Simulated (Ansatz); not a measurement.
Geometry optimisation, RKS B3LYP-D4/6-31G* in Ansatz.

Input file:

```yaml
crystal:
  periodic: [false, false, false]
  atoms:
    - { symbol: B, position_ang: [0.0, 0.0, 0.0] }
    - { symbol: "N", position_ang: [0.0, 0.0, 1.9] }
    - { symbol: H, position_ang: [-0.877, -0.2713, 2.43] }
    - { symbol: H, position_ang: [0.877, 0.2713, 2.43] }
    - { symbol: H, position_ang: [1.0305, 0.0, -0.595] }
    - { symbol: C, position_ang: [-1.3856, 0.0, -0.8] }
    - { symbol: H, position_ang: [-1.9458, -0.9305, -0.5708] }
    - { symbol: H, position_ang: [-1.9898, 0.8797, -0.4946] }
    - { symbol: H, position_ang: [-1.1839, 0.0508, -1.8903] }
    - { symbol: H, position_ang: [0.0623, -1.4126, 0.4698] }
    - { symbol: H, position_ang: [0.0513, -1.1628, 1.3606] }
basis:
  gaussian: { orbitals: "6-31G*" }
hamiltonian:
  xc: b3lyp
  dispersion: d4
relax:
  f_tol: 0.15
  max_steps: 25
  restrain:
    - { distance: [0, 9], at: 2.39, k: 30.0 }
    - { distance: [10, 1], at: 2.26, k: 30.0 }
    - { distance: [0, 1], at: 1.55, k: 30.0 }
    - { distance: [10, 9], at: 0.66, k: 30.0 }
```

Run as:

```bash
$ ansatz run input.yaml --threads 1 --pin off --max-ram 2048MiB --backend cpu --events-out ev --progress --plain --runs-dir out
```

Task: Where does it end, and by what steps?

Result: It converged. The restraints hold the end off the free minimum. After 9 steps the energy has fallen by 3.345 eV (the restraints' own energy left out); H11 moved furthest, 0.84 Å.

```csv
step,energy less start (eV),largest force component (eV/Å),accepted
0,0.0000,3.432,yes
1,-0.1124,2.861,yes
2,-0.8978,2.615,yes
3,-2.1073,2.361,yes
4,-2.9830,2.632,yes
5,-3.2291,2.219,yes
6,-3.2987,2.446,yes
7,-3.3239,2.448,yes
8,-3.3360,2.351,no
9,-3.3448,2.350,yes
```

```xyz
11
Properties=species:S:1:pos:R:3
B -0.036 0.192 0.233
N -0.102 0.256 1.703
H -0.966 0.188 2.225
H 0.706 0.414 2.288
H 1.057 0.324 -0.242
C -1.351 0.038 -0.621
H -2.042 -0.702 -0.194
H -1.896 0.995 -0.645
H -1.155 -0.243 -1.663
H 0.212 -2.197 0.272
H 0.212 -1.841 0.884
```

Whether the end is a true minimum wasn't checked by a vibrational analysis.

Run time: 10 s on 1 thread of AMD EPYC 9R45 96-Core Processor (Zen 5) (shared host), peak memory 0.15 GiB.
